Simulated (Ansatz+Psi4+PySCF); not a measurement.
doublet SiF₂(+): levels of theory in one basis

```yaml
atoms:
  - { symbol: Si, position_ang: [-0.0015, 0.0025, 0.0010] }
  - { symbol: F, position_ang: [1.5069, -0.4694, 0.2654] }
  - { symbol: F, position_ang: [-0.5360, -1.1826, -0.9359] }
```

Basis set: cc-pVTZ on F; cc-pV(T+d)Z on Si (spherical functions). Frozen core: 7 orbitals. Correlation on ROHF uses semicanonical orbitals with singles. Charge 1, multiplicity 2.

Computed with Ansatz (development build ahead of 0.2.0) and Psi4 1.11; each method stands on the lowest determinant of its kind that the runs found.

```csv
method,E − E(ROHF) (eV),<S²> of the determinant
ROHF,0.00,0.75
UHF,-0.04,0.76
ROHF-MP2,-15.74,–
UHF-MP2,-15.75,0.76
```
